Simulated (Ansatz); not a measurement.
**Telling isomers of CH5OS+ apart by their spectra**

These gas-phase data were calculated for one isomer of CH5OS+ at BLYP-D3(BJ)/def2-SVP (harmonic, unscaled wavenumbers; equilibrium rotational constants with average atomic masses):

| Item | Value |
| --- | --- |
| rotational constants | 19.74, 7.564, 5.962 GHz |
| all wavenumbers above 1500 cm⁻¹ | 3546, 3116, 3087, 2971, 2449 |

Candidates:

(1) `C[SH+]O`, a singlet
(2) `CS[OH2+]`, a singlet

**Question.** Assign the data to one candidate and say why.

**Answer.** Candidate (1). 1 mode lies between 3300 and 4000 cm⁻¹, one for each O–H bond, while (2) has 2.

The same quantities for all candidates:

|  | rotational constants (GHz) | wavenumbers above 1500 cm⁻¹ | E above the lowest, BLYP-D3(BJ)/def2-SVP (kcal/mol) |
| --- | --- | --- | --- |
| (1) | 19.74, 7.564, 5.962 | 3546, 3116, 3087, 2971, 2449 | 0.0 |
| (2) | 18.01, 6.708, 5.193 | 3577, 3486, 3102, 3025, 2903, 1538 | 6.2 |

Harmonic stretches to hydrogen usually lie a few per cent above observed fundamentals. Each candidate is one conformer. Programs: Ansatz 0.2.0.
